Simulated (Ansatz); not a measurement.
Species, as SMILES: P (PH3).
Atoms: P1, H2, H3, H4. Bonds: P1-H2, P1-H3, P1-H4.

Basis-set convergence of the harmonic zero-point energy at PBE with Ansatz (a quantum-chemistry and plane-wave program). Each level at its own minimum, finite differences of forces, unscaled; the reference is a large set that could be run, not a limit. Cartesian d functions, on some or all atoms, in 6-31+G*, 6-311G**, 6-311+G**; all else is spherical. The program fits the integrals of some runs and decomposes those of others, by size. Core-valence sets carry the plain set on hydrogen. No added dispersion term, no relativity. Reference: the value in aug-pcseg-2, 14.51 kcal/mol, itself unsure by roughly 0.02 kcal/mol (its mean distance from aug-cc-pV(T+d)Z, def2-TZVPPD). Deviations are taken from unrounded values.

```tsv
basis	functions	harmonic zero-point energy (kcal/mol)	minus reference (kcal/mol)
pcseg-0	19	13.92	-0.60
def2-SV(P)	24	14.57	0.06
6-31+G*	29	14.76	0.24
def2-SVP	33	14.50	-0.02
pcseg-1	33	14.59	0.08
cc-pV(D+d)Z	38	14.50	-0.01
6-311G**	45	14.54	0.03
6-311+G**	49	14.54	0.03
aug-pcseg-1	54	14.55	0.04
def2-TZVP	55	14.55	0.04
aug-cc-pV(D+d)Z	59	14.47	-0.04
def2-TZVPD	70	14.53	0.01
pcseg-2	76	14.52	0.01
cc-pV(T+d)Z	81	14.54	0.03
jun-cc-pV(T+d)Z	90	14.53	0.02
6-311++G(3df,3pd)	101	14.55	0.03
cc-pCVTZ	101	14.53	0.01
aug-cc-pV(T+d)Z	124	14.54	0.02
```
